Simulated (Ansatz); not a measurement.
# PBE0/aug-cc-pVDZ run of SiH2O2 (SMILES O[Si]O)

Aim: the energy change on altering one bond length of SiH2O2 at PBE0/aug-cc-pVDZ, from 2 runs. 

Program for the calculation: Ansatz 0.2.0.

64 further runs of the same task are left out: 64 set aside as unsound or not needed.

## Step 1: The molecule

SiH2O2 has 5 atoms, charge 0, and is taken as a singlet. As SMILES, `O[Si]O`. The coordinates come from a PBE0-D4/def2-TZVP relaxation. This is one conformer, not always the lowest.

Bond lengths: O1–Si2 1.642 Å, Si2–O3 1.663 Å, O1–H4 0.964 Å, O3–H5 0.960 Å. Angles: O1–Si2–O3 99.4°, Si2–O1–H4 117.5°, Si2–O3–H5 116.1°.

## Step 2: The energy at PBE0/aug-cc-pVDZ

File job.yaml:

```yaml
crystal:
  periodic: [false, false, false]
  atoms:
    - {symbol: O, position_ang: [-1.443200, -0.105600, -0.275000]}
    - {symbol: Si, position_ang: [-0.212000, -0.791300, 0.567700]}
    - {symbol: O, position_ang: [1.036000, 0.187500, 0.068600]}
    - {symbol: H, position_ang: [-1.231900, 0.648900, -0.836100]}
    - {symbol: H, position_ang: [1.901100, -0.013100, 0.433400]}
basis:
  gaussian: {orbitals: aug-cc-pVDZ}
output: {orbitals: {seedname: orbitals}}
hamiltonian: {xc: pbe0}
accuracy: high
total_charge: 0
```

On the command line:

```bash
$ ansatz run job.yaml --threads 1 --pin off --max-ram 3480MiB --events-out events.jsonl --progress --plain --runs-dir runs
```

The log of the run:

```text
Warning: RAYON_NUM_THREADS=1 ignored (pool sized by the plan → 1); use --threads N
Functional definition: PBE0
  name "PBE0"
  parameter a = 0.25
  parameter kappa = 0.804
  parameter beta = 0.06672455060314922
  exchange = (1 - a)*pbe_x(kappa = kappa, mu = beta*pi^2/3) + a*exact_x
  correlation = pbe_c(beta = beta)
1788 factors; integrals over basis functions are off by at most 3.4e-9 eV
mean field evaluation 1: about -11989.5119 eV, gradient 7.2e1 eV
mean field evaluation 2: about -11965.9110 eV, gradient 1.3e2 eV
mean field evaluation 4: about -11998.6276 eV, gradient 3.1e0 eV
mean field evaluation 8: about -11998.6481 eV, gradient 1.7e-1 eV
mean field evaluation 16: about -11998.6481 eV, gradient 3.4e-6 eV
mean field -11998.64810953 eV, -440.9421850496 hartree, gradient 5.4e-8 eV, S^2 0.000000; 0 other end points of the search recorded, 0 dependent functions left out
reference -11998.64811409 eV, -440.9421852171 hartree; 16, 16 occupied and 75, 75 virtual orbitals, 1788 factors
Total energy: -11998.64811409 eV, -440.9421852171 hartree
```

Wall time 5.1 s (1 thread of Arm Neoverse V2, shared host); peak memory 0.25 GiB.

## Step 3: The distorted shape

File input.yaml:

```yaml
crystal:
  periodic: [false, false, false]
  atoms:
    - {symbol: O, position_ang: [-1.875757, -0.005298, -0.457403]}
    - {symbol: Si, position_ang: [-0.644557, -0.690998, 0.385297]}
    - {symbol: O, position_ang: [0.603443, 0.287802, -0.113803]}
    - {symbol: H, position_ang: [-1.664457, 0.749202, -1.018503]}
    - {symbol: H, position_ang: [1.901100, -0.013100, 0.433400]}
basis:
  gaussian: {orbitals: aug-cc-pVDZ}
accuracy: high
hamiltonian: {xc: {name: PBE0}}
output: {orbitals: {seedname: orbitals}}
```

On the command line:

```bash
$ ansatz run input.yaml --threads 1 --pin off --max-ram 3480MiB --events-out events.jsonl --progress --plain --runs-dir runs
```

The log of the run, shortened:

```text
Warning: RAYON_NUM_THREADS=1 ignored (pool sized by the plan → 1); use --threads N
[... 7 set-up lines as earlier in the session ...]
1807 factors; integrals over basis functions are off by at most 3.2e-9 eV
mean field evaluation 1: about -11985.7124 eV, gradient 7.4e1 eV
mean field evaluation 2: about -11940.5002 eV, gradient 1.6e2 eV
mean field evaluation 4: about -11995.7594 eV, gradient 1.6e1 eV
mean field evaluation 8: about -11996.2339 eV, gradient 4.3e-1 eV
mean field evaluation 16: about -11996.2343 eV, gradient 3.4e-5 eV
mean field -11996.23426227 eV, -440.8534777987 hartree, gradient 2.1e-8 eV, S^2 0.000000; 0 other end points of the search recorded, 0 dependent functions left out
reference -11996.23426656 eV, -440.8534779565 hartree; 16, 16 occupied and 75, 75 virtual orbitals, 1807 factors
Total energy: -11996.23426656 eV, -440.8534779565 hartree
```

Wall time 6 s (1 thread of Arm Neoverse V2, shared host); peak memory 0.25 GiB.

## Step 4: Outcome

At PBE0/aug-cc-pVDZ:

```
                                                         quantity          value
                                        first shape: total energy  -440.94219 Eh
                                         first shape: HOMO energy       -7.19 eV
                                         first shape: LUMO energy       -1.27 eV
                                       first shape: HOMO–LUMO gap        5.93 eV
                                    distorted shape: total energy  -440.85348 Eh
                                     distorted shape: HOMO energy       -7.01 eV
                                     distorted shape: LUMO energy       -2.58 eV
                                   distorted shape: HOMO–LUMO gap        4.43 eV
energy change with the O3–H5 bond stretched from 0.960 to 1.440 Å       2.414 eV
```

With the O3–H5 bond stretched from 0.960 to 1.440 Å the energy rises by 2.41 eV (233 kJ/mol). The first shape isn't relaxed at this level, so the change isn't measured from a minimum.
